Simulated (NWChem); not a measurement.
System: hydrogen cyanide (CHN); SMILES C#N

NWChem printed, in part:

```
             Northwest Computational Chemistry Package (NWChem) 7.3.0
             --------------------------------------------------------

 ORDER OF PRIMARY AXIS IS BEING SET TO 4
 C4V symmetry detected

 AUTOZ failed to generate good internal coordinates.
 Cartesian coordinates will be used in optimizations.

                             Geometry "geometry" -> ""
                             -------------------------

 Output coordinates in angstroms (scale by  1.889725989 to convert to a.u.)

  No.       Tag          Charge          X              Y              Z
 ---- ---------------- ---------- -------------- -------------- --------------
    1 C                    6.0000     0.00000000     0.00000000    -0.49321650
    2 N                    7.0000     0.00000000     0.00000000     0.64441788
    3 H                    1.0000     0.00000000     0.00000000    -1.55162617

 Effective nuclear repulsion energy (a.u.)      24.2231666918

      Symmetry information
      --------------------

 Group name             C4v
 Group number             18
 Group order               8
 No. of unique centers     3

  pbe96 is a nonlocal functional; adding pw91lda local functional.

                           NWChem Geometry Optimization
                           ----------------------------

 maximum gradient threshold         (gmax) =   0.000450
 rms gradient threshold             (grms) =   0.000300
 maximum cartesian step threshold   (xmax) =   0.001800
 rms cartesian step threshold       (xrms) =   0.001200
 fixed trust radius                (trust) =   0.050000
 source of zmatrix                         =

          -------------------
          Energy Minimization
          -------------------

 Using diagonal initial Hessian

          --------
          Step   0

                                 NWChem DFT Module
                                 -----------------

 Summary of "ao basis" -> "ao basis" (spherical)
 ------------------------------------------------------------------------------
       Tag                 Description            Shells   Functions and Types
 ---------------- ------------------------------  ------  ---------------------
 C                           6-31g*                  6       14   3s2p1d
 N                           6-31g*                  6       14   3s2p1d
 H                           6-31g*                  2        2   2s

      Symmetry analysis of basis
      --------------------------

        a1         14
        a2          0
        b1          2
        b2          2
        e          12

            General Information
            -------------------
          SCF calculation type: DFT
          Wavefunction type:  closed shell.
          No. of atoms     :     3
          No. of electrons :    14
           Alpha electrons :     7
            Beta electrons :     7
          Charge           :     0
          Spin multiplicity:     1
          Use of symmetry is: on ; symmetry adaption is: on
          Maximum number of iterations: 150
          AO basis - number of functions:    30
                     number of shells:    14
          Convergence on energy requested:  1.00D-06
          Convergence on density requested:  1.00D-05
          Convergence on gradient requested:  5.00D-04

              XC Information
              --------------
          PerdewBurkeErnzerhof Exchange Functional  1.000
            Perdew 1991 LDA Correlation Functional  1.000 local
           PerdewBurkeErnz. Correlation Functional  1.000 non-local

[...]

      ----------------------
      Optimization converged
      ----------------------

  Step       Energy      Delta E   Gmax     Grms     Xrms     Xmax
  ---- ---------------- -------- -------- -------- -------- --------
@    3     -93.30484450 -4.6D-07  0.00006  0.00002  0.00038  0.00092
                                     ok       ok       ok       ok

                         Geometry "geometry" -> "geometry"
                         ---------------------------------

 Output coordinates in angstroms (scale by  1.889725989 to convert to a.u.)

  No.       Tag          Charge          X              Y              Z
 ---- ---------------- ---------- -------------- -------------- --------------
    1 C                    6.0000     0.00000000     0.00000000    -0.49679514
    2 N                    7.0000     0.00000000     0.00000000     0.67222375
    3 H                    1.0000     0.00000000     0.00000000    -1.57585340

 Effective nuclear repulsion energy (a.u.)      23.6022257542

      Symmetry information
      --------------------

 Group name             C4v
 Group number             18
 Group order               8
 No. of unique centers     3

 ==============================================================================
                                internuclear distances
 ------------------------------------------------------------------------------
       center one      |      center two      | atomic units |  angstroms
 ------------------------------------------------------------------------------
    2 N                |   1 C                |     2.20913  |     1.16902
    3 H                |   1 C                |     2.03912  |     1.07906
 ------------------------------------------------------------------------------
                         number of included internuclear distances:          2
 ==============================================================================
```

Level: PBE/6-31G* (spherical d). 

### Question
Write an input that gives this output.

### Answer
Several could match; the one computed here: the input that was run:
```
start job
memory heap 200 mb stack 900 mb global 1100 mb
geometry units angstroms
  C     -0.550076    -0.007063    -0.004392
  N      0.587429     0.007463     0.004741
  H     -1.608373    -0.019545    -0.013543
end
basis spherical
  * library 6-31g*
end
dft
  xc xpbe96 cpbe96
  iterations 150
end
driver
  maxiter 150
  trust 0.05
end
task dft optimize
```
